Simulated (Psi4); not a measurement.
# B2PLYP/3ZaPa-NR (density fitting, density fitting for correlation, sweep point 2) run of CH2AlN (SMILES N#[C][AlH2])

Aim: the vertical singlet–triplet gap of CH2AlN at B2PLYP/3ZaPa-NR (density fitting, density fitting for correlation, sweep point 2), from 2 runs. The job is set up through a Python script.

The results are computed with Psi4 1.11.

## Step 1: The system as given

The species is CH2AlN (5 atoms), meant as a singlet with charge 0. As SMILES, `N#[C][AlH2]`. The shape is that of a PBE0-D4/def2-TZVP optimisation.

Bond lengths: N1–C2 1.154 Å, C2–Al3 1.938 Å, Al3–H4 1.573 Å, Al3–H5 1.572 Å. Angles: N1–C2–Al3 180.0°, C2–Al3–H4 117.0°, C2–Al3–H5 117.0°, H4–Al3–H5 126.1°.

## Step 2: The energy at B2PLYP/3ZaPa-NR (density fitting, density fitting for correlation, sweep point 2)

File run.py:

```python
import psi4

psi4.set_memory(1600000000)
psi4.set_num_threads(1)
psi4.set_output_file('run.log', False)

molecule = psi4.geometry("""
0 1
N      2.61216842    -2.54357136     2.63465616
C      1.34964240    -1.31902883     1.34510706
Al    -0.76949648     0.73699319    -0.82127497
H     -3.07968667    -0.61019257    -2.11687120
H     -0.01833034     3.59652676    -1.11985170
units bohr
symmetry c1
""")

options = {'puream': True, 'scf_type': 'df', 'dft_radial_points': 99, 'dft_spherical_points': 590, 'num_frozen_docc': 7}
psi4.set_options(options)

result = psi4.energy('b2plyp/3ZaPa-NR')
print('E =', round(result, 9))
for k, v in sorted(psi4.core.scalar_variables().items()):
    print(f'{k:45s} {v:18.10f}')
```

Command:

```
$ python run.py
```

run.log (excerpt; [...] marks lines left out):

```text
[...]
  Running in c1 symmetry.
[...]
  Nuclear repulsion =   69.014155664648129
[...]
  Multiplicity = 1
[...]
  Nalpha       = 14
  Nbeta        = 14
[...]
    Number of basis functions: 162
[...]
   @DF-RKS iter   1:  -336.09664905698969   -9.49387e-01   2.77980e-03 DIIS/ADIIS
[...]
   @DF-RKS iter   7:  -336.19143534948603   -1.82842e-07   4.61927e-07 DIIS
[...]
    Orbital Energies [Eh]
    ---------------------
    Doubly Occupied:
       1A    -57.118613     2A    -14.851490     3A    -10.631644
       4A     -4.493783     5A     -2.952200     6A     -2.946515
       7A     -2.944877     8A     -1.037049     9A     -0.594451
      10A     -0.473535    11A     -0.424961    12A     -0.415621
      13A     -0.407667    14A     -0.383265
[...]
  @DF-RKS Final Energy:  -336.19143534948603
   => Energetics <=
    Nuclear Repulsion Energy =             69.0141556646481291
    One-Electron Energy =                -600.2046699584225280
    Two-Electron Energy =                 210.1283801628996173
    DFT Exchange-Correlation Energy =     -15.1293012186112339
    Empirical Dispersion Energy =           0.0000000000000000
    VV10 Nonlocal Energy =                  0.0000000000000000
    Total Energy =                       -336.1914353494860848
[...]
 Multipole Moments:
 ------------------------------------------------------------------------------------
     Multipole            Electronic (a.u.)      Nuclear  (a.u.)        Total (a.u.)
 ------------------------------------------------------------------------------------
 L = 1.  Multiply by 2.5417464519 to convert [e a0] to [Debye]
 Dipole X            :          0.6181393           -1.4258200           -0.8076807
 Dipole Y            :         -0.5995654            1.3831863            0.7836209
 Dipole Z            :          0.6324348           -1.4576532           -0.8252184
 Magnitude           :                                                    1.3954911
[...]
```

On the terminal:

```text
E = -336.331829378
B2PLYP DOUBLE-HYBRID CORRECTION ENERGY             -0.1403940284
B2PLYP TOTAL ENERGY                              -336.3318293779
CURRENT ENERGY                                   -336.3318293779
CURRENT REFERENCE ENERGY                         -336.1914353495
DD SOLVATION ENERGY                                 0.0000000000
DFT FUNCTIONAL TOTAL ENERGY                      -336.1914353495
DFT TOTAL ENERGY                                 -336.3318293779
DFT VV10 ENERGY                                     0.0000000000
DFT XC ENERGY                                     -15.1293012186
DOUBLE-HYBRID CORRECTION ENERGY                    -0.1403940284
GRID ELECTRONS ALPHA                               13.9999996305
GRID ELECTRONS BETA                                13.9999996305
GRID ELECTRONS TOTAL                               27.9999992610
NUCLEAR REPULSION ENERGY                           69.0141556646
ONE-ELECTRON ENERGY                              -600.2046699584
PCM POLARIZATION ENERGY                             0.0000000000
PE ENERGY                                           0.0000000000
SCF ITERATION ENERGY                             -336.1914353495
SCF ITERATIONS                                      7.0000000000
SCF TOTAL ENERGY                                 -336.1914353495
TWO-ELECTRON ENERGY                               210.1283801629
XC GRID RADIAL POINTS                              99.0000000000
XC GRID SPHERICAL POINTS                          590.0000000000
XC GRID TOTAL POINTS                           284217.0000000000
```

Wall time 9.3 s (1 thread of AMD EPYC 9R45 (Zen 5), shared host); peak memory 0.96 GiB.

## Step 3: The triplet

File job.py:

```python
import psi4

psi4.set_memory(1600000000)
psi4.set_num_threads(1)
psi4.set_output_file('run.log', False)

geom = psi4.geometry("""
0 3
N      2.61216842    -2.54357136     2.63465616
C      1.34964240    -1.31902883     1.34510706
Al    -0.76949648     0.73699319    -0.82127497
H     -3.07968667    -0.61019257    -2.11687120
H     -0.01833034     3.59652676    -1.11985170
units au
symmetry c1
""")

psi4.set_options({
    'basis': '3ZaPa-NR',
    'reference': 'uks',
    'puream': True,
    'scf_type': 'df',
    'dft_radial_points': 99,
    'dft_spherical_points': 590,
    'num_frozen_docc': 7,
    'maxiter': 150,
})

energy_value = psi4.energy('b2plyp', molecule=geom)
print(f'total energy {energy_value:.8f} hartree = {energy_value * 27.211386:.5f} eV')
```

Command:

```
$ python job.py
```

run.log (excerpt; [...] marks lines left out):

```text
[...]
  Running in c1 symmetry.
[...]
  Nuclear repulsion =   69.014155664648129
[...]
  Multiplicity = 3
[...]
  Nalpha       = 15
  Nbeta        = 13
[...]
    Number of basis functions: 162
[...]
   @DF-UKS iter   1:  -335.67767219095413   -5.30411e-01   4.20244e-03 ADIIS/DIIS
[...]
   @DF-UKS iter  12:  -335.99995764880339   -1.30186e-07   4.19705e-07 DIIS
[...]
   @S^2 Observed:                2.039760667E+00
[...]
    Orbital Energies [Eh]
    ---------------------
    Alpha Occupied:
       1A    -57.120463     2A    -14.846271     3A    -10.631019
       4A     -4.497968     5A     -2.956420     6A     -2.955489
       7A     -2.949857     8A     -1.039920     9A     -0.618862
      10A     -0.526953    11A     -0.510785    12A     -0.436022
      13A     -0.412779    14A     -0.407673    15A     -0.196685
    Alpha Virtual:
      16A     -0.008389    17A      0.003551    18A      0.013946
      19A      0.014534    20A      0.019579    21A      0.028916
      22A      0.046278    23A      0.057699    24A      0.060429
      25A      0.061784    26A      0.066869    27A      0.097624
[...]
  @DF-UKS Final Energy:  -335.99995764880339
   => Energetics <=
    Nuclear Repulsion Energy =             69.0141556646481291
    One-Electron Energy =                -599.9201481863635763
    Two-Electron Energy =                 209.9914858189916345
    DFT Exchange-Correlation Energy =     -15.0854509460795754
    Empirical Dispersion Energy =           0.0000000000000000
    VV10 Nonlocal Energy =                  0.0000000000000000
    Total Energy =                       -335.9999576488033881
[...]
 Multipole Moments:
 ------------------------------------------------------------------------------------
     Multipole            Electronic (a.u.)      Nuclear  (a.u.)        Total (a.u.)
 ------------------------------------------------------------------------------------
 L = 1.  Multiply by 2.5417464519 to convert [e a0] to [Debye]
 Dipole X            :          0.3109378           -1.4258200           -1.1148822
 Dipole Y            :         -0.3018592            1.3831863            1.0813271
 Dipole Z            :          0.3180875           -1.4576532           -1.1395657
 Magnitude           :                                                    1.9263542
[...]
```

Standard output:

```text
total energy -336.14125655 hartree = -9146.86948 eV
```

It took 23 s on 1 thread of AMD EPYC 9R45 (Zen 5), shared host; peak memory 0.97 GiB.

## Step 4: What came out

Level: B2PLYP/3ZaPa-NR (density fitting, density fitting for correlation, sweep point 2), 7 core orbitals frozen.

```
                                                         quantity          value
                                            singlet: total energy  -336.33183 Eh
                       singlet: HOMO energy (SCF part's orbitals)      -10.43 eV
                       singlet: LUMO energy (SCF part's orbitals)       -1.55 eV
                     singlet: HOMO–LUMO gap (SCF part's orbitals)        8.88 eV
                                            triplet: total energy  -336.14126 Eh
triplet: HOMO energy (SCF part's orbitals) (highest over α and β)       -5.35 eV
                                                    triplet: ⟨S²⟩          2.040
                 vertical energy of the triplet above the singlet       5.186 eV
```

In words: At this shape the triplet lies 5.19 eV (120 kcal/mol) above the singlet.
